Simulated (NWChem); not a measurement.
acetic acid (C2H4O2); SMILES C(C)(O)=O

```xyz
8

C     -0.0342     1.3883     0.0000
C      0.1062    -0.1045     0.0000
O     -1.0893    -0.7160     0.0000
O      1.1418    -0.7142     0.0000
H      0.9582     1.8512     0.0000
H     -0.6027     1.7099    -0.8848
H     -0.6027     1.7099     0.8848
H     -0.9060    -1.6682     0.0000
```
Atoms are numbered in this order, from 1.

Results from NWChem. Pople sets run with spherical d functions. All runs use the structure optimised with PBE0/def2-SVP. Atomic charges in e: unrestrained fits to the electrostatic potential beside Mulliken populations; buried atoms are poorly determined by the fit.

### Question
Estimate the computed values for Hartree-Fock/6-31G*. Quantities: ESP C1; Mulliken C1; ESP C2; Mulliken C2; ESP O3; Mulliken O3; ESP O4; Mulliken O4; relative RMS misfit of the potential (%).

### Answer
| Quantity | Value |
|---|---|
| ESP C1 | -0.29 |
| Mulliken C1 | -0.59 |
| ESP C2 | 0.89 |
| Mulliken C2 | 0.79 |
| ESP O3 | -0.68 |
| Mulliken O3 | -0.74 |
| ESP O4 | -0.65 |
| Mulliken O4 | -0.57 |
| relative RMS misfit of the potential (%) | 17 |
